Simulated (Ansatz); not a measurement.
A run of Ansatz (development build ahead of 0.2.0) on singlet C6H12 at this shape:

```
atom    x (Å)    y (Å)    z (Å)
   C   1.3411   0.0000   0.2088
   C   0.6705   1.1614  -0.2088
   C  -0.6705   1.1614   0.2088
   C  -1.3411   0.0000  -0.2088
   C  -0.6705  -1.1614   0.2088
   C   0.6705  -1.1614  -0.2088
   H   1.4057   0.0000   1.2240
   H   2.2954   0.0000  -0.1352
   H   0.7029   1.2174  -1.2240
   H   1.1477   1.9878   0.1352
   H  -1.1477   1.9878  -0.1352
   H  -0.7029   1.2174   1.2240
   H  -1.4057   0.0000  -1.2240
   H  -2.2954   0.0000   0.1352
   H  -1.1477  -1.9878  -0.1352
   H  -0.7029  -1.2174   1.2240
   H   1.1477  -1.9878   0.1352
   H   0.7029  -1.2174  -1.2240
```

Its results:

```
Converged                       : yes
Total energy                    : -234.09315 hartree
Spin squared of the determinant : 0.000
```

(1) Which input gives this output? Name the method, the orbitals and the basis set, and write the input.

Results:

(1) RHF in cc-pVDZ. An unrestricted run that stays on the closed shell gives the same numbers.

```yaml
crystal:
  periodic: [false, false, false]
  atoms:
    - { symbol: C, position_ang: [1.34111, 0.0, 0.20877] }
    - { symbol: C, position_ang: [0.67055, 1.16143, -0.20877] }
    - { symbol: C, position_ang: [-0.67055, 1.16143, 0.20877] }
    - { symbol: C, position_ang: [-1.34111, 0.0, -0.20877] }
    - { symbol: C, position_ang: [-0.67055, -1.16143, 0.20877] }
    - { symbol: C, position_ang: [0.67055, -1.16143, -0.20877] }
    - { symbol: H, position_ang: [1.40571, 0.0, 1.224] }
    - { symbol: H, position_ang: [2.29536, 0.0, -0.13517] }
    - { symbol: H, position_ang: [0.70286, 1.21738, -1.224] }
    - { symbol: H, position_ang: [1.14768, 1.98784, 0.13517] }
    - { symbol: H, position_ang: [-1.14768, 1.98784, -0.13517] }
    - { symbol: H, position_ang: [-0.70286, 1.21738, 1.224] }
    - { symbol: H, position_ang: [-1.40571, 0.0, -1.224] }
    - { symbol: H, position_ang: [-2.29536, 0.0, 0.13517] }
    - { symbol: H, position_ang: [-1.14768, -1.98784, -0.13517] }
    - { symbol: H, position_ang: [-0.70286, -1.21738, 1.224] }
    - { symbol: H, position_ang: [1.14768, -1.98784, 0.13517] }
    - { symbol: H, position_ang: [0.70286, -1.21738, -1.224] }
basis:
  gaussian: { orbitals: cc-pVDZ }
hamiltonian:
  xc: hf
```

Caution: no unrestricted run beside it, a lower state can exist.
